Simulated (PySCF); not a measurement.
**Ladder of methods for the bulk modulus B0 of zinc-blende AlAs**

Reference value: 75 GPa (measured, 0 K value with the zero-point phonon effect removed; as tabulated in Mejia-Rodriguez and Trickey (2018), arXiv:1807.09216).

```csv
level (code),value (GPa),cell (Å³/atom)
PBE (PySCF),66.7 ± 2,23.59
Hartree–Fock (PySCF),(withheld),23.37
MP2 (PySCF),82.1 ± 2,22.19
```

### Question
Fill in the missing entries.

### Answer

- Hartree–Fock (PySCF), value (GPa): 81.0 ± 2

Errors against the reference: PBE -11.1 %, Hartree–Fock +8.0 %, MP2 +9.5 %.

Any of these levels can be the nearest once the reference is moved by up to 5.0 % (a margin picked here for doubts on the reference and the settings) and values within 1.7 % count as equal.

A ± on a computed value is a rough bar: the spread of its extrapolation, a floor set from checks against published values, or a statistical error. Each level is taken at its own relaxed cell.

Differences are worked out from the printed values.
